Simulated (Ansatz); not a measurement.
## Strontium, fcc: convergence with Gaussian smearing

Computed with Ansatz, r²SCAN, scalar-relativistic PAW, on the relaxed cell (a = 6.104 Å; spin not included). Errors count from a run at 500 eV on a Γ-centred 15×15×15 mesh with Fermi-Dirac smearing of 0.1 eV, extrapolated to zero width. Fixed here: cutoff 500 eV, mesh 9×9×9. The SCF starts from atomic densities corrected by a trained network.

| width (eV) | E(σ→0) error (meV/atom) | F error (meV/atom) | P (GPa) | SCF iterations |
| --- | --- | --- | --- | --- |
| 0.01 | 7.8 | 7.7 | -0.04 | 7 |
| 0.03 | 7.6 | 6.7 | -0.04 | 7 |
| 0.2 | 3.4 | -10.7 | -0.01 | 7 |
| 0.3 | 1.3 | -27.3 | 0.01 | 7 |
| 0.6 | 0.5 | -109.9 | 0.07 | 7 |
| 1.0 | -1.3 | -307.0 | 0.18 | 7 |

Q: What does the run at 0.1 give (width)?

A: E(σ→0) error (meV/atom): 5.7; F error (meV/atom): 1.0; P (GPa): -0.03; SCF iterations: 7.
